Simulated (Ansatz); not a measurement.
## N2H4 (hydrazine): from two basis sets to a third

N2H4 has 6 atoms, charge 0, and is taken as a singlet. As SMILES, `NN`. Geometry: relaxed at PBE0-D4/def2-TZVP. This is one conformer, not always the lowest.

CCSD(T) correlation energies, 2 core orbitals frozen (Ansatz 0.2.0):

| basis | X | correlation energy (Eh) |
| --- | --- | --- |
| cc-pV(D+d)Z | 2 | -0.382798 |
| cc-pV(T+d)Z | 3 | -0.473564 |
| cc-pV(Q+d)Z | 4 | ? |

Problem. Take E(X) = E∞ + A/X³, fix the two constants on the known rows and predict the third.

Solution. 
1. A = (-0.382798 − (-0.473564))/(1/8 − 1/27) = 1.03187 Eh.
2. E∞ = -0.473564 − 1.03187/27 = -0.511781 Eh.
3. X = 4: -0.511781 + 1.03187/64 = -0.495658 Eh.

The run gave -0.501697 Eh, so the prediction is off by +6.0 mEh, 21 % of the last step. The small sets lie short of the range where X⁻³ holds, so the true step is larger than predicted.
